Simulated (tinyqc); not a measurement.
Inside a calculation. Method: extended Hueckel theory, for NH3. One step of it, computed by the program tinyqc.

Task: Mulliken analysis. P = C n C^T; charge = valence electrons (H 1, N 5) minus the sum of (P S)_ii on the atom; overlap population = 2 sum P_ij S_ij between two atoms.

coefficients:
```
             MO1        MO2        MO3        MO4        MO5        MO6        MO7
1N 2s   0.823392   0.000000   0.000056   0.063850   0.001358   0.000000   1.163039
1N 2px  0.000048   0.000000   0.616451  -0.000039   1.047709   0.000000  -0.002107
1N 2py  0.000000   0.616438   0.000000   0.000000   0.000000   1.048180   0.000000
1N 2pz  0.011995   0.000000   0.000040   0.992274  -0.000224   0.000000  -0.195269
2H 1s   0.116697   0.000000   0.452882  -0.031646  -0.977492   0.000000  -0.714203
3H 1s   0.116863   0.392032  -0.226233  -0.031628   0.487043  -0.846028  -0.717576
4H 1s   0.116863  -0.392032  -0.226233  -0.031628   0.487043   0.846028  -0.717576
```

occupations: 2.000000  2.000000  2.000000  2.000000  0.000000  0.000000  0.000000

overlap S, lower triangle:
```
           1N 2s     1N 2px     1N 2py     1N 2pz     2H 1s     3H 1s     4H 1s
1N 2s   1.000000
1N 2px  0.000000   1.000000
1N 2py  0.000000   0.000000   1.000000
1N 2pz  0.000000   0.000000   0.000000   1.000000
2H 1s   0.466312   0.428066   0.000000  -0.069326  1.000000
3H 1s   0.466821  -0.214148   0.370995  -0.069431  0.149508  1.000000
4H 1s   0.466821  -0.214148  -0.370995  -0.069431  0.149508  0.149650  1.000000
```

Give: charges; Overlap populations.

Result:

charges: 1N -0.847, 2H 0.282, 3H 0.282, 4H 0.282

Overlap populations:
```
pair      value
2-1    0.661861
3-1    0.662292
3-2   -0.052518
4-1    0.662292
4-2   -0.052518
4-3   -0.052588
```
